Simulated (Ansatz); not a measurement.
**H5O3 radical: geometry and frequencies**

Wanted for H5O3 radical: geometry and frequencies. Spin multiplicity 2.

Computed with Ansatz 0.2.0 (the levels named in each step, unless a step's input says otherwise).

### 1 Starting point

Bond lengths: O1–H4 0.959 Å, O1–H5 0.968 Å, O2–H6 1.106 Å, O3–H6 1.153 Å, O2–H7 0.969 Å, O3–H8 0.960 Å. Angles: H4–O1–H5 106.8°, O2–H6–O3 162.8°, H6–O2–H7 104.6°, H6–O3–H8 105.3°.

Structure file:

```xyz
8

O    -1.5136    0.3895   -0.6916
O     1.2672    0.1330   -0.6232
O     0.3225   -0.5229    1.2912
H    -2.0383    1.1701   -0.5051
H    -1.2515    0.0170    0.1623
H     0.9088   -0.0864    0.4001
H     0.4603    0.2914   -1.1367
H     0.7134   -1.3845    1.4549
```

### 2 A rough first relaxation, PBE-D4/def2-SVP

input.yaml

```yaml
crystal:
  periodic: [false, false, false]
  atoms:
    - { symbol: O, position_ang: [-1.5136, 0.38951, -0.69164] }
    - { symbol: O, position_ang: [1.26716, 0.13295, -0.62324] }
    - { symbol: O, position_ang: [0.32249, -0.52294, 1.29122] }
    - { symbol: H, position_ang: [-2.03825, 1.1701, -0.50506] }
    - { symbol: H, position_ang: [-1.25154, 0.01696, 0.16229] }
    - { symbol: H, position_ang: [0.90884, -0.08639, 0.40009] }
    - { symbol: H, position_ang: [0.46034, 0.29142, -1.1367] }
    - { symbol: H, position_ang: [0.71343, -1.38448, 1.45488] }
magnetization:
  spin_polarized: true
  initial_magnetization: 1
basis:
  gaussian: { orbitals: def2-SVP }
hamiltonian:
  xc: pbe
  dispersion: d4
relax:
  f_tol: 0.03
  max_steps: 200
```

Started as:

```sh
$ ansatz run input.yaml --threads 4 --pin off --max-ram 10240MiB --backend cpu --events-out ev --progress --plain --runs-dir out
```

The runs that follow: Relaxation, PBE0-D4/def2-TZVPP; Frequencies, PBE0-D4/def2-TZVPP.

Before running it: what results should come out? Wanted: O1–H4 at PBE0-D4/def2-TZVPP; O1–H5 at PBE0-D4/def2-TZVPP; frequencies at PBE0-D4/def2-TZVPP.

As calculated:

| quantity | value |
| --- | --- |
| O1–H4 at PBE0-D4/def2-TZVPP | 0.957 Å |
| O1–H5 at PBE0-D4/def2-TZVPP | 0.971 Å |
| frequencies at PBE0-D4/def2-TZVPP | 83 to 3938 cm⁻¹ |

No mode is imaginary, so the geometry is a minimum.
